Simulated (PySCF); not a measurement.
# C₃HF₃: geometry, core binding energies

Aim: predict the core binding energies of C₃HF₃ (`C#CC(F)(F)F`).

Computed with PySCF 2.14.0, with density-fitted response routines of our own, on a single molecule in the gas phase. Atoms count from 0, in the outputs and in this text.

### Step 1. Starting geometry

7 atoms, charge 0, multiplicity 1; geometry from: GFN2-xTB.

Bonds of the start (Å): C0–C1 1.20, C1–C2 1.46, C2–F3 1.34, C2–F4 1.34, C2–F5 1.34, C0–H6 1.05.

### Step 2. Optimising the geometry at PBE0-D3(BJ)/def2-TZVP

Job settings and geometry (Å):

```
{"job": {"xc": "PBE0", "basis": "def2-TZVP", "d3": "d3bj", "grid": 2, "kind": "geom"}, "charge": 0, "multiplicity": 1}
C      2.277880     0.585000    -0.441520
C      1.139970     0.292200    -0.217980
C     -0.248550    -0.063650     0.048440
F     -0.595470    -1.214320    -0.547830
F     -1.100910     0.874340    -0.390890
F     -0.480800    -0.219340     1.360150
H      3.278720     0.841090    -0.633520
```

Standard output:

```text
step   0  E = -414.13221022  max force = 0.013614
step   1  E = -414.13258383  max force = 0.002888
step   2  E = -414.13263717  max force = 0.001287
step   3  E = -414.13264042  max force = 0.000197
optimisation converged
```

It took 46 s on 4 threads of Arm Neoverse N1, shared host.

The steps of the relaxation:

```csv
step,energy from step 0 (eV),largest force component (eV/Å)
0,0.0000,0.7001
1,-0.0102,0.1485
2,-0.0116,0.0662
3,-0.0117,0.0101
```

Close pairs (by a distance rule), those that changed most:

```csv
bond,before (Å),after (Å),change (Å)
C0–H6,1.051,1.065,+0.015
C2–F3,1.342,1.335,-0.006
C2–F4,1.341,1.335,-0.006
C2–F5,1.341,1.335,-0.006
C1–C2,1.458,1.461,+0.003
C0–C1,1.196,1.195,-0.001
```

The final coordinates are the input of the step that follows.

```csv
at the end point,value
point group (found at 0.08 Å tolerance),C3v
"rotational constants (GHz, main isotopes)","5.723, 2.893, 2.892"
dipole moment (D),2.29
```

### Step 3. Core-electron binding energies: SCAN, X2C

Job settings and geometry (Å):

```
{"job": {"kind": "xps", "metal_2p": true}, "charge": 0, "multiplicity": 1}
C      2.269437     0.587073    -0.436280
C      1.132007     0.292056    -0.216272
C     -0.258777    -0.068716     0.049257
F     -0.583299    -1.215626    -0.552448
F     -1.095441     0.872307    -0.394460
F     -0.476698    -0.221070     1.357681
H      3.283611     0.849297    -0.630628
```

With the program's defaults for keys left out, this is: delta-SCF UKS SCAN, pcX-2 on the ionised atom (unc-x2c-TZVPall on a metal), pcseg-1 elsewhere, spin-free X2C.

Standard output:

```text
ground state, core basis on atom 0 (C), 120 functions
  cycle   1  E = -414.36013520  |g| = 8.51e-01
  cycle   2  E = -414.13964916  |g| = 1.43e+00
  cycle   3  E = -414.47284917  |g| = 2.52e-01
  cycle   4  E = -414.48686876  |g| = 1.06e-01
  cycle   5  E = -414.48956900  |g| = 2.76e-02
  cycle   6  E = -414.48974224  |g| = 3.92e-03
  cycle   7  E = -414.48974517  |g| = 1.42e-03
  cycle   8  E = -414.48974579  |g| = 2.60e-04
  E(ground) = -414.48549496 Eh
hole in C 1s of atom 0
  cycle   1  E = -403.19917271  |g| = 1.50e+00
  cycle   2  E = -402.15503674  |g| = 1.95e+00
  cycle   3  E = -403.49843612  |g| = 7.55e-01
  cycle   4  E = -403.70165600  |g| = 3.35e-01
  cycle   5  E = -403.74803334  |g| = 1.59e-01
  cycle   6  E = -403.75777529  |g| = 4.99e-02
  cycle   7  E = -403.75891367  |g| = 1.56e-02
  cycle   8  E = -403.75928964  |g| = 9.42e-03
  cycle   9  E = -403.75955657  |g| = 5.91e-03
  cycle  10  E = -403.75966602  |g| = 2.93e-03
  cycle  11  E = -403.75967261  |g| = 3.06e-03
  cycle  12  E = -403.75967667  |g| = 4.24e-04
  E(ion) = -403.75571865 Eh   <S^2> = 0.8566   hole on atom = 1.000   binding energy = 291.972 eV
ground state, core basis on atom 1 (C), 120 functions
  cycle   1  E = -414.49103860  |g| = 6.49e-02
  cycle   2  E = -414.48936328  |g| = 8.64e-02
  cycle   3  E = -414.49062808  |g| = 5.09e-02
  cycle   4  E = -414.49129186  |g| = 8.09e-03
  cycle   5  E = -414.49130324  |g| = 1.28e-03
  cycle   6  E = -414.49130374  |g| = 2.25e-04
  E(ground) = -414.48753780 Eh
hole in C 1s of atom 1
  cycle   1  E = -403.20340287  |g| = 1.51e+00
  cycle   2  E = -402.23890606  |g| = 1.98e+00
  cycle   3  E = -403.42452081  |g| = 8.76e-01
  cycle   4  E = -403.71408149  |g| = 2.79e-01
  cycle   5  E = -403.75284063  |g| = 9.66e-02
  cycle   6  E = -403.75688736  |g| = 3.77e-02
  cycle   7  E = -403.75761358  |g| = 1.63e-02
  cycle   8  E = -403.75799556  |g| = 8.86e-03
  cycle   9  E = -403.75825205  |g| = 5.36e-03
  cycle  10  E = -403.75832072  |g| = 1.84e-03
  cycle  11  E = -403.75832448  |g| = 1.30e-03
  cycle  12  E = -403.75832520  |g| = 6.07e-04
  cycle  13  E = -403.75832496  |g| = 9.15e-05
  E(ion) = -403.75499700 Eh   <S^2> = 0.8528   hole on atom = 1.000   binding energy = 292.047 eV
ground state, core basis on atom 2 (C), 120 functions
  cycle   1  E = -414.49838729  |g| = 6.71e-02
  cycle   2  E = -414.49694547  |g| = 8.56e-02
  cycle   3  E = -414.49799485  |g| = 5.10e-02
  cycle   4  E = -414.49862126  |g| = 1.62e-02
  cycle   5  E = -414.49867639  |g| = 1.28e-03
  cycle   6  E = -414.49867649  |g| = 2.89e-04
  E(ground) = -414.49205976 Eh
hole in C 1s of atom 2
  cycle   1  E = -402.96727334  |g| = 1.50e+00
  cycle   2  E = -399.38514230  |g| = 3.12e+00
  cycle   3  E = -403.23656902  |g| = 6.85e-01
  cycle   4  E = -403.34063951  |g| = 5.60e-01
  cycle   5  E = -403.46041112  |g| = 2.46e-01
  cycle   6  E = -403.48465259  |g| = 1.37e-01
  cycle   7  E = -403.49263098  |g| = 1.63e-02
  cycle   8  E = -403.49275460  |g| = 4.19e-03
  cycle   9  E = -403.49277549  |g| = 2.04e-03
  cycle  10  E = -403.49278323  |g| = 1.41e-03
  cycle  11  E = -403.49278940  |g| = 1.39e-03
  cycle  12  E = -403.49279228  |g| = 8.44e-04
  cycle  13  E = -403.49279484  |g| = 5.32e-04
  cycle  14  E = -403.49280033  |g| = 2.09e-04
  E(ion) = -403.48946616 Eh   <S^2> = 0.7749   hole on atom = 1.000   binding energy = 299.396 eV
ground state, core basis on atom 3 (F), 120 functions
  cycle   1  E = -414.52841156  |g| = 1.19e-01
  cycle   2  E = -414.52790170  |g| = 7.32e-02
  cycle   3  E = -414.52791837  |g| = 7.07e-02
  cycle   4  E = -414.52859677  |g| = 1.49e-02
  cycle   5  E = -414.52865539  |g| = 1.75e-03
  cycle   6  E = -414.52865599  |g| = 6.42e-04
  cycle   7  E = -414.52865394  |g| = 1.11e-04
  E(ground) = -414.52610551 Eh
hole in F 1s of atom 3
  cycle   1  E = -388.12329212  |g| = 2.58e+00
  cycle   2  E = -387.66922268  |g| = 2.33e+00
  cycle   3  E = -388.68830526  |g| = 8.27e-01
  cycle   4  E = -388.77007605  |g| = 6.74e-01
  cycle   5  E = -388.98918579  |g| = 1.81e-01
  cycle   6  E = -389.00449696  |g| = 7.06e-02
  cycle   7  E = -389.00621270  |g| = 2.08e-02
  cycle   8  E = -389.00641467  |g| = 4.07e-03
  cycle   9  E = -389.00642256  |g| = 1.24e-03
  cycle  10  E = -389.00642507  |g| = 5.14e-04
  cycle  11  E = -389.00642452  |g| = 3.63e-04
  E(ion) = -389.01113786 Eh   <S^2> = 0.7572   hole on atom = 1.000   binding energy = 694.298 eV
```

Wall time 20 s (4 threads of Arm Neoverse N1, shared host).

The holes in one table. −ε is the ground-state orbital energy:

```csv
hole,stands for,environment,ΔSCF (eV),−ε (eV),⟨S²⟩
C1s on C0,C0,terminal alkyne carbon,291.97 (doubtful),274.9,0.857
C1s on C1,C1,alkyne carbon,292.05 (doubtful),274.8,0.853
C1s on C2,C2,CF3 carbon,299.40,281.4,0.775
F1s on F3,"F3, F4, F5",fluorine of a CF3 group,694.30,668.1,0.757
```

Each hole run stands for the others of its class of like atoms.

Doubtful: the ion did not converge, its hole moved, or its ⟨S²⟩ is well above 0.75.

### Step 4. Summary of results

```
                                                    quantity                 value
                                                 point group                   C3v
                        rotational constants (main isotopes)  5.72, 2.89, 2.89 GHz
C1s binding energies, SCAN/pcX-2 (standing for 1 of 3 atoms)          C2 299.40 eV
                            F1s binding energies, SCAN/pcX-2          F3 694.30 eV
```

**Reading.** Over 3 steps the energy fell by 0.012 eV; of the close pairs, C0–H6 changed most, 1.051 to 1.065 Å.
